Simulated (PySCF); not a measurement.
Work out the structure from these simulated measurements.

Formula: CH3BO.

- Triplet: lowest triplet excitation (Tamm–Dancoff): 3.96 eV [TDA CAM-B3LYP/aug-cc-pVTZ]
- UV, first state: lowest singlet excitation: 4.31 eV (288 nm, f = 0.000) [TDDFT CAM-B3LYP/aug-cc-pVTZ]
- 1H NMR: chemical shifts (computed TMS as zero) by class: 5.17 (1 H), 1.95 (1 H), 1.94 (1 H) ppm [GIAO PBE0/pcSseg-2]
- Polarisability: 35.2 au [CAM-B3LYP/aug-cc-pVTZ]
- 13C NMR: chemical shifts (computed TMS as zero) by class: 6.5 (1 C) ppm [GIAO PBE0/pcSseg-2]
- UV, strongest line: among the 10 lowest singlet transitions: S9 at 7.15 eV (173 nm, f = 0.180) [TDDFT CAM-B3LYP/aug-cc-pVTZ]
- Dipole: 2.39 D [CAM-B3LYP/aug-cc-pVTZ]
- NMR, other nuclei: isotropic shieldings of nuclei other than C and H, by class: 42 (1 B), 222 (1 O) ppm [GIAO PBE0/pcSseg-2]
- Rotational structure: rotational constants A, B, C: 211.844, 8.146, 8.014 GHz [PBE0-D3(BJ)/def2-TZVP]

The electronic properties come from PySCF, for the isolated species, density fitting. Levels stand in brackets. Isolated species at its PBE0-D3(BJ)/def2-TZVP geometry, gas phase. NMR values are class means; diastereotopic atoms form classes of their own.

Task: What is the compound? Reason from the data.

Result: Numbering: `[CH2:1]=[B:2][OH:3]`. The one carbon: carbon bonded to B and 2 H [C1] (6.5 ppm). Hydrogen classes from least to most shielded: 1 H on a boron-bound oxygen, O3 (5.17 ppm), 1 H on a carbon bonded to B and 2 H, C1 (1.95 ppm), 1 H on a carbon bonded to B and 2 H, C1 (1.94 ppm). The other shieldings belong to: 42 ppm, boron bonded to C and O [B2]; 222 ppm, boron-bound oxygen [O3]. The optimised geometry has point group Cs and is an asymmetric top. Structure: CH2BOH (`C=BO`). Computed isomers that give other values at the same levels: `CB=O` (CH3BO) (13C chemical shifts (computed TMS as zero) by class: -15.9 (1 C) ppm); `[BH3-]C#[O+]` (lowest singlet excitation: 6.57 eV (189 nm, f = 0.000)). The assignments are read from this structure; whether some other isomer fits the data as well wasn't checked.
